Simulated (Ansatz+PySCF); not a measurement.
# doublet CHF₂: levels of theory in one basis

```yaml
atoms:
  - { symbol: C, position_ang: [0.0000, 0.4980, -0.1448] }
  - { symbol: F, position_ang: [-1.1003, -0.2310, 0.0347] }
  - { symbol: H, position_ang: [0.0000, 1.3981, 0.3764] }
  - { symbol: F, position_ang: [1.1003, -0.2310, 0.0347] }
```

Basis set: cc-pVTZ (spherical functions). Frozen core: 3 orbitals. Correlation on ROHF uses semicanonical orbitals with singles. Charge 0, multiplicity 2.

Computed with Ansatz (development build ahead of 0.2.0) and PySCF 2.14.0; each method stands on the lowest determinant of its kind that the runs found.

```tsv
method	E − E(ROHF) (eV)	<S²> of the determinant
ROHF	0.00	0.75
UHF	-0.08	0.76
ROHF-MP2	-17.44	–
UHF-MP2	-17.44	0.76
UHF-CCSD	-17.70	0.76
```

(1) What does ROHF-CCSD(T) give on the same scale?

Answers

(1) -18.24 eV.
